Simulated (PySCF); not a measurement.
Compound: BFH4Si.
Atom-mapped SMILES: `[F:1][BH:2][SiH3:3]` (hydrogens: H4 on B2; H5, H6, H7 on Si3)

Method: PBE0-D3(BJ)/def2-SVP geometry optimisation, gas phase (PySCF 2.14.0); density fitting, grid level 1; the optimiser is geomeTRIC in internal coordinates, started from a GFN2-xTB structure with every atom displaced at random (about 0.01 Å).

Step 0: E = -11324.2709 eV
```
atom  x, y, z in Å  |  force x, y, z in eV/Å
F1      1.9293    0.9873   -0.0962    0.000   0.739  -0.088
B2      1.1717   -0.0802    0.0113    0.751  -0.049   0.012
Si3    -0.8158    0.0245   -0.0210   -0.153   0.303   0.165
H4      1.8464   -1.0622    0.1219   -0.131  -0.698   0.077
H5     -1.3931   -0.5144    1.2108   -0.150  -0.311   0.625
H6     -1.3425    1.3858   -0.1701   -0.082   0.568  -0.074
H7     -1.3621   -0.7699   -1.1066   -0.236  -0.551  -0.717
```

Problem. Estimate the geometry and energy of step 1. (The exact step hangs on the optimiser's Hessian estimate; all steps are aligned on step 0, rigid shifts and turns removed.)

Solution. E = -11324.3700 eV, largest force 0.111 eV/Å
```
atom  x, y, z in Å  |  force x, y, z in eV/Å
F1      1.9229    1.0308   -0.1101    0.000  -0.072  -0.002
B2      1.1981   -0.0677    0.0131   -0.060   0.091  -0.023
Si3    -0.8387    0.0352   -0.0162    0.065  -0.077  -0.016
H4      1.8062   -1.1105    0.1326    0.039  -0.023   0.013
H5     -1.3777   -0.5476    1.2581   -0.004   0.035  -0.053
H6     -1.3317    1.4382   -0.1736   -0.042  -0.021   0.005
H7     -1.3452   -0.8074   -1.1539    0.002   0.067   0.077
```

The energy changes by -0.0992 eV. The first-order estimate −F·Δx gives -0.2173 eV and the mean of the old and new forces, exact on a quadratic surface, -0.0998 eV. The step makes an angle of 30° with the force vector and moves no atom by more than 0.064 Å.

What follows is the cost of the whole optimisation. Hardware: an Arm Neoverse V1 with one thread, no GPU, shared host. Cost: 5.5 s wall, 0.29 GiB resident at most.
